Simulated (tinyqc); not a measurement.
Inside a calculation. Method: coupled-perturbed Hartree-Fock on RHF in the sto-3g basis, for H3O+, spin multiplicity 1. One step of it, computed by the program tinyqc.

Task: Coupled step 2. U_ai = -(mu_ai + sum_bj [4 (ai|bj) - (ab|ij) - (aj|bi)] U_bj) / (e_a - e_i); alpha = -4 sum U_ai mu_ai.

U after step 1:
```
          i1        i2        i3         i4         i5
a6  0.000189  0.018388  0.000262   0.000000   0.088178
a7  0.000000  0.000000  0.000000  -0.233639   0.000000
a8  0.000000  0.000014  0.233613   0.000000  -0.000071
```

dipole integrals <a|z|i> (bohr):
```
           i1         i2         i3        i4         i5
a6  -0.025799   0.068917  -0.000382  0.000000  -0.108338
a7   0.000000   0.000000   0.000000  0.359139   0.000000
a8   0.000035  -0.000163  -0.359145  0.000000   0.000095
```

orbital energies (hartree): MO1 -20.867004, MO2 -1.785234, MO3 -1.086179, MO4 -1.086165, MO5 -0.919248, MO6 0.087428, MO7 0.242051, MO8 0.242213

Two-electron integrals over orbitals (pq|rs), unique and non-zero (hartree):
```
(11|11) 4.744055    (21|11) -0.426009   (21|21) 0.060862    (22|11) 1.024830
(22|21) -0.014280   (22|22) 0.734014    (31|11) 0.000106    (31|21) -0.000012
(31|22) 0.000013    (31|31) 0.014237    (32|11) -0.000039   (32|21) 0.000007
(32|22) 0.000048    (32|31) 0.021388    (32|32) 0.138963    (33|11) 0.868635
(33|21) -0.006290   (33|22) 0.663306    (33|31) 0.002279    (33|32) 0.032649
(33|33) 0.667805    (41|41) 0.014236    (42|41) 0.021386    (42|42) 0.138937
(43|41) -0.002290   (43|42) -0.032703   (43|43) 0.041112    (44|11) 0.868585
(44|21) -0.006290   (44|22) 0.663253    (44|31) -0.002282   (44|32) -0.032691
(44|33) 0.585590    (44|44) 0.667768    (51|11) -0.120958   (51|21) 0.013943
(51|22) -0.013878   (51|31) -4.66e-06   (51|32) 1.07e-06    (51|33) -0.004037
(51|44) -0.004037   (51|51) 0.027598    (52|11) 0.062014    (52|21) -0.007306
(52|22) -0.020717   (52|31) 1.33e-06    (52|32) 4.18e-06    (52|33) 0.004948
(52|44) 0.004937    (52|51) 0.027674    (52|52) 0.134207    (53|11) -0.000050
(53|21) 3.35e-06    (53|22) -0.000009   (53|31) 0.004002    (53|32) 0.004691
(53|33) -0.005262   (53|44) 0.005231    (53|51) -0.000007   (53|52) -0.000030
(53|53) 0.036831    (54|41) 0.004001    (54|42) 0.004677    (54|43) 0.005246
(54|54) 0.036833    (55|11) 1.083537    (55|21) -0.013935   (55|22) 0.725094
(55|31) 2.48e-06    (55|32) -0.000023   (55|33) 0.649690    (55|44) 0.649663
(55|51) 0.012269    (55|52) 0.084158    (55|53) -0.000043   (55|55) 0.867156
(61|11) -0.276699   (61|21) 0.040983    (61|22) -0.006453   (61|31) -0.000025
(61|32) -0.000021   (61|33) -0.003553   (61|44) -0.003548   (61|51) 0.001534
(61|52) -0.013808   (61|53) -3.74e-07   (61|55) -0.013746   (61|61) 0.030147
(62|11) 0.330752    (62|21) -0.009100   (62|22) 0.147258    (62|31) -0.000011
(62|32) -0.000065   (62|33) 0.102001    (62|44) 0.101966    (62|51) -0.014089
(62|52) -0.024635   (62|53) -0.000022   (62|55) 0.141484    (62|61) -0.002177
(62|62) 0.085030    (63|11) -0.000464   (63|21) 0.000011    (63|22) -0.000211
(63|31) 0.006589    (63|32) -0.009282   (63|33) -0.023223   (63|44) 0.022893
(63|51) 1.85e-06    (63|52) -0.000041   (63|53) 0.007668    (63|55) -0.000236
(63|61) -4.83e-07   (63|62) -0.000137   (63|63) 0.050474    (64|41) 0.006580
(64|42) -0.009383   (64|43) 0.023070    (64|54) 0.007695    (64|64) 0.050606
(65|11) -0.132385   (65|21) -0.000456   (65|22) -0.075522   (65|31) -0.000007
(65|32) -0.000043   (65|33) -0.044235   (65|44) -0.044191   (65|51) 0.012474
(65|52) 0.033988    (65|53) -0.000025   (65|55) -0.067343   (65|61) -0.004331
(65|62) -0.049240   (65|63) 0.000072    (65|65) 0.037844    (66|11) 0.682430
(66|21) -0.006461   (66|22) 0.541529    (66|31) -0.000022   (66|32) -0.000211
(66|33) 0.510579    (66|44) 0.510767    (66|51) -0.016609   (66|52) -0.054352
(66|53) 0.000045    (66|55) 0.502704    (66|61) 0.000493    (66|62) 0.066617
(66|63) 0.000055    (66|65) -0.039256   (66|66) 0.487689    (71|41) 0.015855
(71|42) 0.022422    (71|43) -0.002110   (71|54) 0.004498    (71|64) 0.006944
(71|71) 0.017696    (72|41) 0.014591    (72|42) 0.047069    (72|43) 0.011784
(72|54) 0.019059    (72|64) 0.035550    (72|71) 0.015530    (72|72) 0.051769
(73|41) 0.002733    (73|42) 0.037953    (73|43) -0.004235   (73|54) -0.006202
(73|64) -0.023953   (73|71) 0.003098    (73|72) -0.002103   (73|73) 0.033004
(74|11) 0.365726    (74|21) -0.007460   (74|22) 0.156905    (74|31) 0.002739
(74|32) 0.037952    (74|33) 0.128420    (74|44) 0.119944    (74|51) 0.000653
(74|52) 0.038610    (74|53) -0.006210   (74|55) 0.187072    (74|61) -0.005512
(74|62) 0.080632    (74|63) -0.024013   (74|65) -0.034024   (74|66) 0.041776
(74|74) 0.147411    (75|41) 0.006475    (75|42) 0.039962    (75|43) -0.012299
(75|54) 0.022013    (75|64) -0.014743   (75|71) 0.007082    (75|72) 0.010918
(75|73) 0.014704    (75|75) 0.032907    (76|41) 0.012030    (76|42) 0.094972
(76|43) -0.040056   (76|54) -0.014025   (76|64) -0.045292   (76|71) 0.012899
(76|72) 0.000495    (76|73) 0.048108    (76|75) 0.031905    (76|76) 0.113885
(77|11) 0.782378    (77|21) -0.007731   (77|22) 0.580659    (77|31) -0.000622
(77|32) -0.031953   (77|33) 0.523206    (77|44) 0.596305    (77|51) -0.002804
(77|52) 0.001822    (77|53) 0.011334    (77|55) 0.572718    (77|61) -0.004649
(77|62) 0.070035    (77|63) 0.039509    (77|65) -0.025966   (77|66) 0.489870
(77|74) 0.062379    (77|77) 0.578016    (81|11) 0.000369    (81|21) -0.000058
(81|22) 1.24e-07    (81|31) -0.015856   (81|32) -0.022423   (81|33) -0.002092
(81|44) 0.002109    (81|51) -0.000005   (81|52) 0.000013    (81|53) -0.004499
(81|55) 0.000016    (81|61) -0.000022   (81|62) 0.000020    (81|63) -0.006953
(81|65) 0.000012    (81|66) 0.000028    (81|74) -0.003095   (81|77) 0.000571
(81|81) 0.017695    (82|11) -0.000488   (82|21) 0.000011    (82|22) -0.000226
(82|31) -0.014590   (82|32) -0.047042   (82|33) 0.011684    (82|44) -0.011958
(82|51) 0.000015    (82|52) 0.000009    (82|53) -0.019059   (82|55) -0.000216
(82|61) 0.000021    (82|62) -0.000064   (82|63) -0.035555   (82|65) 0.000070
(82|66) -0.000098   (82|74) 0.001986    (82|77) -0.021738   (82|81) 0.015527
(82|82) 0.051770    (83|11) -0.365692   (83|21) 0.007461    (83|22) -0.156844
(83|31) 0.002734    (83|32) 0.038032    (83|33) -0.119906   (83|44) -0.128416
(83|51) -0.000652   (83|52) -0.038603   (83|53) -0.006177   (83|55) -0.187049
(83|61) 0.005506    (83|62) -0.080630   (83|63) -0.023782   (83|65) 0.033976
(83|66) -0.041992   (83|74) -0.083284   (83|77) -0.097633   (83|81) -0.003107
(83|82) 0.002252    (83|83) 0.147470    (84|41) -0.002748   (84|42) -0.037979
(84|43) 0.004218    (84|54) 0.006186    (84|64) 0.023897    (84|71) -0.003113
(84|72) 0.002046    (84|73) -0.031054   (84|75) -0.014701   (84|76) -0.048079
(84|84) 0.032964    (85|11) 0.000089    (85|21) 9.25e-07    (85|22) 0.000043
(85|31) -0.006474   (85|32) -0.039954   (85|33) -0.012241   (85|44) 0.012313
(85|51) -0.000018   (85|52) -0.000061   (85|53) -0.022020   (85|55) 0.000032
(85|61) 0.000014    (85|62) 0.000059    (85|63) 0.014692    (85|65) -1.29e-06
(85|66) 0.000115    (85|74) -0.014682   (85|77) 0.015308    (85|81) 0.007081
(85|82) 0.010911    (85|83) -0.014749   (85|85) 0.032896    (86|11) 0.000036
(86|21) -1.64e-06   (86|22) -0.000025   (86|31) -0.012028   (86|32) -0.094900
(86|33) -0.039903   (86|44) 0.039984    (86|51) 0.000016    (86|52) 0.000053
(86|53) 0.013979    (86|55) 0.000048    (86|61) 0.000009    (86|62) -4.24e-06
(86|63) 0.045058    (86|65) 0.000069    (86|66) 0.000264    (86|74) -0.048041
(86|77) 0.059208    (86|81) 0.012897    (86|82) 0.000523    (86|83) -0.048163
(86|85) 0.031847    (86|86) 0.113574    (87|41) 0.000610    (87|42) 0.031837
(87|43) -0.036515   (87|54) -0.011340   (87|64) -0.039621   (87|71) 0.000549
(87|72) -0.021627   (87|73) 0.017558    (87|75) 0.015265    (87|76) 0.059176
(87|84) -0.017519   (87|87) 0.048630    (88|11) 0.782401    (88|21) -0.007731
(88|22) 0.580709    (88|31) 0.000658    (88|32) 0.032196    (88|33) 0.596435
(88|44) 0.523117    (88|51) -0.002804   (88|52) 0.001824    (88|53) -0.011379
(88|55) 0.572732    (88|61) -0.004651   (88|62) 0.070076    (88|63) -0.039827
(88|65) -0.026020   (88|66) 0.489591    (88|74) 0.097724    (88|77) 0.480374
(88|81) -0.000592   (88|82) 0.021527    (88|83) -0.062195   (88|85) -0.015358
(88|86) -0.059427   (88|88) 0.578333
```

Give: U after step 2; polarisability.

Result:

U after step 2:
```
        i1      i2      i3       i4       i5
a6  0.0003  0.0183  0.0003   0.0000   0.0936
a7  0.0000  0.0000  0.0000  -0.2463   0.0000
a8  0.0000  0.0000  0.2463   0.0000  -0.0001
```

polarisability = 0.7432 bohr^3
